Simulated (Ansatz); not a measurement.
# AlHO (singlet): wave-function methods side by side at distance Al1–O2 = 1.464 Å, 6-31G

Aim: climb from Hartree-Fock through coupled cluster and multireference methods for AlHO (singlet) at one geometry and basis, and see what each rung misses.

The runs use Ansatz 0.2.0, Gaussian basis; 6-31G, core rule «outside noble gas», up to 6 orbitals frozen.

The runs, in order: UHF; CCSD(T) on RHF; BCCD(T) on RHF; CISD; CCSDT(Q) on RHF; CISDTQ; CCSDTQ on RHF; CASSCF and MRCISD+Q, 2 electrons in 2 orbitals; CASSCF and NEVPT2, 2 electrons in 2 orbitals; Full CI.

43 further runs of the same task are left out: 21 for a known fault of the program, 16 that didn't finish, 6 set aside as unsound or not needed.

## Step 1: What is computed

The geometry derives from a PBE0/def2-TZVP stationary point (not a proven minimum). One bond is set to the value named and the two fragments are kept rigid.

3 atoms, charge 0, spin multiplicity 1.

Atoms are counted from 1 here; the program's logs count them from 0.

Bond lengths: Al1–O2 1.464 Å, Al1–H3 1.568 Å. Angles: O2–Al1–H3 180.0°.

In the tables R marks a restricted determinant and U an unrestricted one; 'pair' is the active space of 2 electrons in 2 orbitals; energies count from the table's Hartree-Fock row.

## Step 2: UHF

Input file in.yaml:

```yaml
crystal:
  periodic: [false, false, false]
  atoms:
    - {symbol: Al, position_ang: [0.000000, 0.000000, 0.034778]}
    - {symbol: O, position_ang: [0.000000, 0.000000, 1.498778]}
    - {symbol: H, position_ang: [0.000000, 0.000000, -1.533557]}
basis:
  gaussian: {orbitals: 6-31G}
magnetization: {spin_polarized: true, initial_magnetization: 0}
hamiltonian: {xc: hf}
output: {orbitals: {seedname: orbitals}}
```

Run with:

```bash
$ ansatz run in.yaml --threads 1 --pin off --events-out ev --progress --plain --max-ram 2393MiB
```

Log:

```text
Functional definition: HF
  name "HF"
  cite "Fock, Z. Phys. 61, 126 (1930) doi:10.1007/BF01340294"
  parent pbe
  exchange = exact_x
  correlation = 0
250 factors; integrals over basis functions are off by at most 1.0e-4 eV
mean field evaluation 1: about -8625.5568 eV, gradient 3.7e1 eV
mean field evaluation 2: about -8625.5654 eV, gradient 3.7e1 eV
mean field evaluation 4: about -8631.9250 eV, gradient 2.3e0 eV
mean field evaluation 8: about -8631.9783 eV, gradient 1.5e-3 eV
mean field evaluation 16: about -8628.5152 eV, gradient 1.3e0 eV
mean field -8631.97827714 eV, -317.2193507199 hartree, gradient 3.9e-5 eV, S^2 0.000000; 0 other end points of the search recorded, 0 dependent functions left out
reference -8631.97827714 eV, -317.2193507199 hartree; 11, 11 occupied and 13, 13 virtual orbitals, 250 factors
Total energy: -8631.97827714 eV, -317.2193507199 hartree
```

Wall time 0.72 s (1 thread of Arm Neoverse V1, shared host).

From the report: ⟨S²⟩ of the determinant 0.000 (pure singlet: 0.00).

The unrestricted search falls back on the restricted solution.

## Step 3: CCSD(T) on RHF

in.yaml, as its differences from that of step 2:

```diff
@@ -8,4 +8,4 @@
   gaussian: {orbitals: 6-31G}
-magnetization: {spin_polarized: true, initial_magnetization: 0}
-hamiltonian: {xc: hf}
-output: {orbitals: {seedname: orbitals}}
+magnetization: {spin_polarized: false}
+correlation: {method: ccsd_t, electrons: outside_noble_gas}
+output: {forces: true}
```

Launched as before.

Log, cut to the lines that bear on the results:

```text
Functional definition: HF
  name "HF"
  cite "Fock, Z. Phys. 61, 126 (1930) doi:10.1007/BF01340294"
  parent pbe
[...]
250 factors; integrals over basis functions are off by at most 1.0e-4 eV
[...]
mean field -8631.97827714 eV, -317.2193507199 hartree, gradient 1.5e-6 eV, S^2 0.000000; 0 other end points of the search recorded, 0 dependent functions left out
6 core orbitals not correlated: weight in the atoms' cores, before any rotation towards them, 1.000 or more for the frozen orbitals, at most 0.000 for the correlated occupied ones
reference -8631.97827714 eV, -317.2193507199 hartree; 5, 5 occupied and 13, 13 virtual orbitals, 250 factors
second order -5.03477300 eV of doubles, -0.00000000 eV of singles
cycle   1  -4.49569363 eV  change    5.4e-1 eV  update   1.6e-1
[...]
cycle  12  -4.97128451 eV  change   -3.1e-6 eV  update   3.6e-6
perturbative correction -0.21875494 eV, -0.0080390957 hartree
[...]
Total energy: -8637.16831659 eV, -317.4100811517 hartree
Atom 0 at     0.000000     0.000000     0.034778 Å, force     0.000000    -0.000000   -12.533307 eV/Å
Atom 1 at     0.000000     0.000000     1.498778 Å, force     0.000000     0.000000    12.969119 eV/Å
Atom 2 at     0.000000     0.000000    -1.533557 Å, force    -0.000000     0.000000    -0.435812 eV/Å
Dipole moment:     0.000000    -0.000000    -0.835084 e Å
```

Wall time 0.33 s (1 thread of Arm Neoverse V1, shared host).

From the report: correlation -5.1900 eV; T1 0.034; largest double amplitude 0.06.

## Step 4: BCCD(T) on RHF

in.yaml, as its differences from that of step 3:

```diff
@@ -9,3 +9,2 @@
 magnetization: {spin_polarized: false}
-correlation: {method: ccsd_t, electrons: outside_noble_gas}
-output: {forces: true}
+correlation: {method: bccd_t, electrons: outside_noble_gas}
```

The command is unchanged.

Log, cut to the lines that bear on the results:

```text
Functional definition: HF
  name "HF"
  cite "Fock, Z. Phys. 61, 126 (1930) doi:10.1007/BF01340294"
  parent pbe
[...]
250 factors; integrals over basis functions are off by at most 1.0e-4 eV
[...]
mean field -8631.97827714 eV, -317.2193507199 hartree, gradient 1.5e-6 eV, S^2 0.000000; 0 other end points of the search recorded, 0 dependent functions left out
6 core orbitals not correlated: weight in the atoms' cores, before any rotation towards them, 1.000 or more for the frozen orbitals, at most 0.000 for the correlated occupied ones
reference -8631.97827714 eV, -317.2193507199 hartree; 5, 5 occupied and 13, 13 virtual orbitals, 250 factors
second order -5.03477300 eV of doubles, -0.00000000 eV of singles
cycle   1  -4.35239833 eV  change    6.8e-1 eV  update   1.6e-1
[...]
cycle  11  -4.89927711 eV  change    6.9e-6 eV  update   9.7e-6
perturbative correction -0.30309147 eV, -0.0111384060 hartree
Total energy: -8637.18064572 eV, -317.4105342390 hartree
```

Wall time 0.24 s (1 thread of Arm Neoverse V1, shared host).

From the report: correlation -5.2024 eV; largest double amplitude 0.06.

## Step 5: CISD

in.yaml, as its differences from that of step 4:

```diff
@@ -8,3 +8,2 @@
   gaussian: {orbitals: 6-31G}
-magnetization: {spin_polarized: false}
-correlation: {method: bccd_t, electrons: outside_noble_gas}
+correlation: {active_space: {ras: {orbitals: [5, 0, 13], electrons: 10, max_holes: 2, max_particles: 2}, fixed_orbitals: true}}
```

The command is unchanged.

Log:

```text
Functional definition: HF
  name "HF"
  cite "Fock, Z. Phys. 61, 126 (1930) doi:10.1007/BF01340294"
  parent pbe
  exchange = exact_x
  correlation = 0
250 factors; integrals over basis functions are off by at most 1.0e-4 eV
mean field evaluation 1: about -8625.5568 eV, gradient 5.2e1 eV
mean field evaluation 2: about -8625.5654 eV, gradient 5.2e1 eV
mean field evaluation 4: about -8631.9250 eV, gradient 3.2e0 eV
mean field evaluation 8: about -8631.9783 eV, gradient 2.0e-3 eV
mean field -8631.97827714 eV, -317.2193507199 hartree, gradient 1.5e-6 eV, S^2 0.000000; 0 other end points of the search recorded, 0 dependent functions left out
reference -8631.97827714 eV, -317.2193507199 hartree; 11, 11 occupied and 13, 13 virtual orbitals, 250 factors
state -8636.62444387 eV, -317.3900941978 hartree
Total energy: -8636.62444387 eV, -317.3900941978 hartree
```

Run time: 0.51 s. Hardware: 1 thread of Arm Neoverse V1, shared host.

From the report: 1,764 determinants.

## Step 6: CCSDT(Q) on RHF

in.yaml, as its differences from that of step 5:

```diff
@@ -8,2 +8,3 @@
   gaussian: {orbitals: 6-31G}
-correlation: {active_space: {ras: {orbitals: [5, 0, 13], electrons: 10, max_holes: 2, max_particles: 2}, fixed_orbitals: true}}
+magnetization: {spin_polarized: false}
+correlation: {method: ccsdt_q, electrons: outside_noble_gas}
```

The command is unchanged.

Log, cut to the lines that bear on the results:

```text
Functional definition: HF
  name "HF"
  cite "Fock, Z. Phys. 61, 126 (1930) doi:10.1007/BF01340294"
  parent pbe
[...]
442 factors; integrals over basis functions are off by at most 1.4e-7 eV
[...]
mean field -8631.97834889 eV, -317.2193533567 hartree, gradient 1.6e-6 eV, S^2 0.000000; 0 other end points of the search recorded, 0 dependent functions left out
6 core orbitals not correlated: weight in the atoms' cores, before any rotation towards them, 1.000 or more for the frozen orbitals, at most 0.000 for the correlated occupied ones
reference -8631.97834889 eV, -317.2193533567 hartree; 5, 5 occupied and 13, 13 virtual orbitals, 442 factors
second order -5.03483992 eV of doubles, -0.00000000 eV of singles
cycle   1  -4.49574460 eV  change    5.4e-1 eV  update   1.7e-1
[...]
cycle  17  -5.20892528 eV  change   -2.7e-7 eV  update   6.6e-7
perturbative correction -0.03381529 eV, -0.0012426889 hartree
Total energy: -8637.22108946 eV, -317.4120205188 hartree
```

Run time: 0.78 s. Hardware: 1 thread of Arm Neoverse V1, shared host.

From the report: correlation -5.2427 eV; T1 0.032; largest double amplitude 0.07.

## Step 7: CISDTQ

in.yaml, as its differences from that of step 6:

```diff
@@ -8,3 +8,2 @@
   gaussian: {orbitals: 6-31G}
-magnetization: {spin_polarized: false}
-correlation: {method: ccsdt_q, electrons: outside_noble_gas}
+correlation: {active_space: {ras: {orbitals: [5, 0, 13], electrons: 10, max_holes: 4, max_particles: 4}, fixed_orbitals: true}}
```

Launched as before.

Log:

```text
Functional definition: HF
  name "HF"
  cite "Fock, Z. Phys. 61, 126 (1930) doi:10.1007/BF01340294"
  parent pbe
  exchange = exact_x
  correlation = 0
250 factors; integrals over basis functions are off by at most 1.0e-4 eV
mean field evaluation 1: about -8625.5568 eV, gradient 5.2e1 eV
mean field evaluation 2: about -8625.5654 eV, gradient 5.2e1 eV
mean field evaluation 4: about -8631.9250 eV, gradient 3.2e0 eV
mean field evaluation 8: about -8631.9783 eV, gradient 2.0e-3 eV
mean field -8631.97827714 eV, -317.2193507199 hartree, gradient 1.5e-6 eV, S^2 0.000000; 0 other end points of the search recorded, 0 dependent functions left out
reference -8631.97827714 eV, -317.2193507199 hartree; 11, 11 occupied and 13, 13 virtual orbitals, 250 factors
state -8637.16686417 eV, -317.4100277765 hartree
Total energy: -8637.16686417 eV, -317.4100277765 hartree
```

It took 2.9 s on 1 thread of Arm Neoverse V1, shared host.

From the report: 276,306 determinants.

## Step 8: CCSDTQ on RHF

in.yaml, as its differences from that of step 7:

```diff
@@ -8,2 +8,3 @@
   gaussian: {orbitals: 6-31G}
-correlation: {active_space: {ras: {orbitals: [5, 0, 13], electrons: 10, max_holes: 4, max_particles: 4}, fixed_orbitals: true}}
+magnetization: {spin_polarized: false}
+correlation: {method: ccsdtq, electrons: outside_noble_gas}
```

Launched as before.

Log, cut to the lines that bear on the results:

```text
Functional definition: HF
  name "HF"
  cite "Fock, Z. Phys. 61, 126 (1930) doi:10.1007/BF01340294"
  parent pbe
[...]
442 factors; integrals over basis functions are off by at most 1.4e-7 eV
[...]
mean field -8631.97834889 eV, -317.2193533567 hartree, gradient 1.6e-6 eV, S^2 0.000000; 0 other end points of the search recorded, 0 dependent functions left out
6 core orbitals not correlated: weight in the atoms' cores, before any rotation towards them, 1.000 or more for the frozen orbitals, at most 0.000 for the correlated occupied ones
reference -8631.97834889 eV, -317.2193533567 hartree; 5, 5 occupied and 13, 13 virtual orbitals, 442 factors
second order -5.03483992 eV of doubles, -0.00000000 eV of singles
cycle   1  -4.49574387 eV  change    5.4e-1 eV  update   1.7e-1
[...]
cycle  19  -5.23418053 eV  change   -6.5e-7 eV  update   1.2e-6
Total energy: -8637.21252942 eV, -317.4117059433 hartree
```

Run time: 9 s. Hardware: 1 thread of Arm Neoverse V1, shared host.

From the report: correlation -5.2342 eV; T1 0.030; largest double amplitude 0.07.

## Step 9: CASSCF and MRCISD+Q, 2 electrons in 2 orbitals

in.yaml, as its differences from that of step 8:

```diff
@@ -8,3 +8,2 @@
   gaussian: {orbitals: 6-31G}
-magnetization: {spin_polarized: false}
-correlation: {method: ccsdtq, electrons: outside_noble_gas}
+correlation: {method: fic_mrcisd_q, electrons: outside_noble_gas, active_space: {window: {electrons: 2, orbitals: 2}}}
```

Launched as before.

Log, cut to the lines that bear on the results:

```text
Functional definition: HF
  name "HF"
  cite "Fock, Z. Phys. 61, 126 (1930) doi:10.1007/BF01340294"
  parent pbe
[...]
250 factors; integrals over basis functions are off by at most 1.0e-4 eV
[...]
mean field -8631.97827714 eV, -317.2193507199 hartree, gradient 1.5e-6 eV, S^2 0.000000; 0 other end points of the search recorded, 0 dependent functions left out
reference -8631.97827714 eV, -317.2193507199 hartree; 11, 11 occupied and 13, 13 virtual orbitals, 250 factors
state -8632.53810194 eV, -317.2399239018 hartree
contracted CI cycle   1: correlation 0.00000000 eV, 0.0000000000 hartree, residual 1.81e1 eV
contracted CI cycle   2: correlation -3.76148498 eV, -0.1382320233 hartree, residual 4.33e0 eV
contracted CI cycle   3: correlation -4.12748179 eV, -0.1516821582 hartree, residual 1.66e0 eV
contracted CI cycle   4: correlation -4.17673902 eV, -0.1534923280 hartree, residual 5.41e-1 eV
contracted CI cycle   5: correlation -4.18291623 eV, -0.1537193362 hartree, residual 2.20e-1 eV
contracted CI cycle   6: correlation -4.18384969 eV, -0.1537536403 hartree, residual 7.89e-2 eV
contracted CI cycle   7: correlation -4.18398862 eV, -0.1537587457 hartree, residual 3.30e-2 eV
contracted CI cycle   8: correlation -4.18401362 eV, -0.1537596647 hartree, residual 1.44e-2 eV
contracted CI cycle   9: correlation -4.18401860 eV, -0.1537598474 hartree, residual 6.29e-3 eV
contracted CI cycle  10: correlation -4.18401957 eV, -0.1537598832 hartree, residual 2.72e-3 eV
contracted CI cycle  11: correlation -4.18401976 eV, -0.1537598903 hartree, residual 1.31e-3 eV
contracted CI cycle  12: correlation -4.18401981 eV, -0.1537598919 hartree, residual 6.41e-4 eV
state -8632.53810194 eV, -317.2399239018 hartree; corrected -8637.07483139 eV, -317.4066456342 hartree
Total energy: -8637.07483139 eV, -317.4066456342 hartree
```

Wall time 0.54 s (1 thread of Arm Neoverse V1, shared host).

From the report: 4 determinants; active occupations 1.96, 0.04.

## Step 10: CASSCF and NEVPT2, 2 electrons in 2 orbitals

in.yaml, as its differences from that of step 9:

```diff
@@ -8,2 +8,2 @@
   gaussian: {orbitals: 6-31G}
-correlation: {method: fic_mrcisd_q, electrons: outside_noble_gas, active_space: {window: {electrons: 2, orbitals: 2}}}
+correlation: {method: sc_nevpt2, electrons: outside_noble_gas, active_space: {window: {electrons: 2, orbitals: 2}}}
```

The command is unchanged.

Log:

```text
Functional definition: HF
  name "HF"
  cite "Fock, Z. Phys. 61, 126 (1930) doi:10.1007/BF01340294"
  parent pbe
  exchange = exact_x
  correlation = 0
250 factors; integrals over basis functions are off by at most 1.0e-4 eV
mean field evaluation 1: about -8625.5568 eV, gradient 5.2e1 eV
mean field evaluation 2: about -8625.5654 eV, gradient 5.2e1 eV
mean field evaluation 4: about -8631.9250 eV, gradient 3.2e0 eV
mean field evaluation 8: about -8631.9783 eV, gradient 2.0e-3 eV
mean field -8631.97827714 eV, -317.2193507199 hartree, gradient 1.5e-6 eV, S^2 0.000000; 0 other end points of the search recorded, 0 dependent functions left out
reference -8631.97827714 eV, -317.2193507199 hartree; 11, 11 occupied and 13, 13 virtual orbitals, 250 factors
state -8632.53810194 eV, -317.2399239018 hartree
state -8632.53810194 eV, -317.2399239018 hartree; corrected -8637.01102434 eV, -317.4043007680 hartree
Total energy: -8637.01102434 eV, -317.4043007680 hartree
```

It took 0.42 s on 1 thread of Arm Neoverse V1, shared host.

From the report: 4 determinants; active occupations 1.96, 0.04.

## Step 11: Full CI

in.yaml, as its differences from that of step 10:

```diff
@@ -8,2 +8,2 @@
   gaussian: {orbitals: 6-31G}
-correlation: {method: sc_nevpt2, electrons: outside_noble_gas, active_space: {window: {electrons: 2, orbitals: 2}}}
+correlation: {method: fci, electrons: outside_noble_gas}
```

The command is unchanged.

Log:

```text
Functional definition: HF
  name "HF"
  cite "Fock, Z. Phys. 61, 126 (1930) doi:10.1007/BF01340294"
  parent pbe
  exchange = exact_x
  correlation = 0
442 factors; integrals over basis functions are off by at most 1.4e-7 eV
mean field evaluation 1: about -8625.5560 eV, gradient 5.2e1 eV
mean field evaluation 2: about -8625.5651 eV, gradient 5.2e1 eV
mean field evaluation 4: about -8631.9250 eV, gradient 3.2e0 eV
mean field evaluation 8: about -8631.9784 eV, gradient 2.0e-3 eV
mean field -8631.97834889 eV, -317.2193533567 hartree, gradient 1.6e-6 eV, S^2 0.000000; 0 other end points of the search recorded, 0 dependent functions left out
6 core orbitals not correlated: weight in the atoms' cores, before any rotation towards them, 1.000 or more for the frozen orbitals, at most 0.000 for the correlated occupied ones
reference -8631.97834889 eV, -317.2193533567 hartree; 5, 5 occupied and 13, 13 virtual orbitals, 442 factors
state -8637.20767821 eV, -317.4115276647 hartree
Total energy: -8637.20767821 eV, -317.4115276647 hartree
```

It took 2 min on 1 thread of Arm Neoverse V1, shared host; peak memory 1.2 GiB.

From the report: 18,367,552 determinants, symmetry A1.

## Step 12: How many determinants matter

Natural occupations of the FCI state about the gap (report; correlated orbitals 1 to 10): 1.987, 1.962, 1.951, 1.936, 1.936, 0.059, 0.059, 0.059, 0.016, 0.014. The count of effectively unpaired electrons, Σ n²(2 − n)², is 0.09; a single determinant of this spin has 0.

## Step 13: The ladder

The yardstick is full CI for this spin, exact in this basis with these frozen cores. Rows without a time come out of other runs: HF, MP2 and CCSD of CCSD(T), CCSDT of CCSDT(Q), CASSCF and MRCISD of the multireference runs. The times of RCCSD(T) include forces.

Differences are taken before rounding.

```tsv
method	energy from the lowest RHF (kJ/mol)	from FCI (kJ/mol)	time
RHF	0.0	+504.6	
RMP2	-485.8	+18.8	
CISD	-448.3	+56.3	0.51 s
RCCSD	-479.7	+24.9	
RCCSD(T)	-500.8	+3.8	0.33 s
BCCD(T)	-502.0	+2.6	0.24 s
RCCSDT	-502.6	+2.0	
CISDTQ	-500.6	+3.9	2.9 s
RCCSDT(Q)	-505.9	-1.3	0.78 s
RCCSDTQ	-505.0	-0.5	9 s
CASSCF pair	-54.0	+450.5	
NEVPT2 pair	-485.6	+19.0	0.42 s
MRCISD pair	-457.7	+46.8	
MRCISD+Q pair	-491.7	+12.8	0.54 s
FCI	-504.6	0	2 min
```

Among the levels timed on like hardware and quicker than the yardstick, those that no quicker one beats, quickest first: BCCD(T) (0.24 s, +2.6 kJ/mol); RCCSDT(Q) (0.78 s, -1.3 kJ/mol); RCCSDTQ (9 s, -0.5 kJ/mol). Runs this short are mostly start-up, so their order is noise.

## Step 14: What came out

```
                         quantity                                                  value
         FCI below the RHF energy                                             -5.2294 eV
                    RMP2 from FCI                                           +18.8 kJ/mol
                   RCCSD from FCI                                           +24.9 kJ/mol
                RCCSD(T) from FCI                                            +3.8 kJ/mol
               RCCSDT(Q) from FCI                                            -1.3 kJ/mol
             NEVPT2 pair from FCI                                           +19.0 kJ/mol
           MRCISD+Q pair from FCI                                           +12.8 kJ/mol
levels within 1 kcal/mol (43 meV)  RCCSD(T), BCCD(T), RCCSDT, CISDTQ, RCCSDT(Q), RCCSDTQ
                    T1 diagnostic                                                  0.034
   effectively unpaired electrons                                                   0.09
```

**Reading.** RCCSD(T) misses by +3.8 kJ/mol, 0.8 % of the correlation energy. RCCSDT(Q), RCCSDTQ fall below full CI, which methods that aren't variational can do. One determinant dominates. Of the multireference levels listed MRCISD+Q pair comes nearest in total energy (+12.8 kJ/mol), which doesn't show that its space is the better one. These misses are within one basis, not against nature.
